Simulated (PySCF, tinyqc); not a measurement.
RKS/BP86 in the sto-3g basis, for CH2, spin multiplicity 1, step by step. The lowest restricted solution is unstable here: a spin-polarised one lies 0.0158 hartree lower (PySCF). One step of it, computed by the program tinyqc.

Task: Orthogonalisation. S = U s U^T; canonical form X = U s^(-1/2), so that X^T S X = 1. Each column of U has its largest component positive (the first on a tie).

overlap S, lower triangle:
```
           1C 1s     1C 2s    1C 2px     1C 2py    1C 2pz     2H 1s     3H 1s
1C 1s   1.000000
1C 2s   0.248362  1.000000
1C 2px  0.000000  0.000000  1.000000
1C 2py  0.000000  0.000000  0.000000   1.000000
1C 2pz  0.000000  0.000000  0.000000   0.000000  1.000000
2H 1s   0.048299  0.429822  0.000000   0.340912  0.258180  1.000000
3H 1s   0.040979  0.392289  0.000000  -0.319131  0.241632  0.125316  1.000000
```

Give: eigenvalues of S; X.

Result:

eigenvalues of S: 0.3531  0.4706  0.8639  1.0000  1.1111  1.4071  1.7943

X:
```
              1        2        3       4        5        6       7
1C 1s   -0.3098   0.0718   0.7604  0.0000  -0.6045  -0.0129  0.1796
1C 2s    1.0815  -0.1761  -0.3554  0.0000  -0.3205  -0.0235  0.4407
1C 2px   0.0000   0.0000   0.0000  1.0000   0.0000   0.0000  0.0000
1C 2py   0.2036   0.9434  -0.0042  0.0000   0.0067   0.6337  0.0285
1C 2pz   0.5835  -0.0956   0.6279  0.0000   0.6269  -0.0155  0.2336
2H 1s   -0.9243  -0.6344  -0.1647  0.0000   0.1360   0.3661  0.3925
3H 1s   -0.5747   0.8874  -0.1777  0.0000   0.1429  -0.4173  0.3485
```
